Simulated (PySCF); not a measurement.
O3, SMILES O=[O+][O-]. The structure is a stationary point at PBE0-D3(BJ)/def2-TZVP. The molecule may have multireference character, which single-reference levels describe poorly.

PySCF 2.14.0 with TDA-PBE0/def2-TZVPD puts the lowest singlet excitations at 2.30, 2.56, 6.60, 9.57, 9.57, 9.61 eV and the lowest triplet (TDA) at 1.35 eV.

### Question
What are the lowest singlet roots from EOM-CCSD/aug-cc-pVDZ (PySCF)? (An estimate is asked for; the answer gives what the named calculation found.)

### Answer
2.51, 2.63, 5.80, 9.66, 9.74, 9.77 eV; triplets 0.00, 1.75, 1.86 eV. S1 differs by 0.21 eV (second minus first; roots are paired by order, and the bases may differ).
